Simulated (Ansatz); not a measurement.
Geometry optimisation, UKS BLYP/6-31G* in Ansatz 0.2.0.

The input (input.yaml):

```yaml
crystal:
  periodic: [false, false, false]
  atoms:
    - { symbol: C, position_ang: [-1.53775, -1.04734, -0.27719] }
    - { symbol: B, position_ang: [-0.46484, -0.31702, -0.08361] }
    - { symbol: C, position_ang: [0.84345, 0.5748, 0.15207] }
    - { symbol: H, position_ang: [-2.42047, -1.65025, -0.43636] }
    - { symbol: H, position_ang: [1.06515, 1.24192, -0.69759] }
    - { symbol: H, position_ang: [0.76225, 1.22858, 1.03648] }
    - { symbol: H, position_ang: [1.75221, -0.03069, 0.3062] }
total_charge: -1
magnetization:
  spin_polarized: true
basis:
  gaussian: { orbitals: "6-31G*" }
hamiltonian:
  xc: blyp
relax:
  f_tol: 0.02
  max_steps: 40
```

Command:

```bash
$ ansatz run input.yaml --threads 1 --pin off --max-ram 2048MiB --backend cpu --events-out ev --progress --plain --runs-dir out
```

Task: Where does it end, and by what steps?

Result: The forces met the threshold. Limits of this set-up: an anion without diffuse functions. After 3 steps the energy has fallen by 0.019 eV; H4 moved furthest, 0.01 Å.

| step | energy less start (eV) | largest force component (eV/Å) | accepted |
| --- | --- | --- | --- |
| 0 | 0.0000 | 1.200 | yes |
| 1 | -0.0175 | 0.290 | yes |
| 2 | -0.0194 | 0.055 | yes |
| 3 | -0.0195 | 0.006 | yes |

```xyz
7
Properties=species:S:1:pos:R:3
C -1.548 -1.054 -0.279
B -0.460 -0.314 -0.083
C 0.836 0.570 0.151
H -2.433 -1.658 -0.438
H 1.073 1.250 -0.700
H 0.768 1.236 1.042
H 1.763 -0.029 0.308
```

Whether the end is a true minimum wasn't checked by a vibrational analysis.

Run time: 6.2 s on 1 thread of Arm Neoverse V2, with other jobs on the host, peak memory 0.11 GiB.
